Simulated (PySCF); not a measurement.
trifluoromethane (CHF3), SMILES FC(F)F.

The structure is a stationary point at B3LYP-D3(BJ)/def2-TZVP.

Method: PBE/def2-TZVPD run with PySCF.

The molecule is in vacuum.

```json
{
  "total_energy": "-338.06906 hartree",
  "point_group": "C3v",
  "highest_occupied_level": "-9.55 eV",
  "lowest_empty_level": "-0.10 eV",
  "orbital_gap": "9.46 eV",
  "dipole_moment": "0.313 e·Å",
  "quadrupole, principal values (traceless, Buckingham form, about the centre of nuclear charge)": "-1.68, -1.68, 3.36 D·Å",
  "mean_static_polarisability": "20.1 bohr³ (2.97 Å³)",
  "polarisability_principal_values": "19.1, 20.5, 20.5 bohr³"
}
```
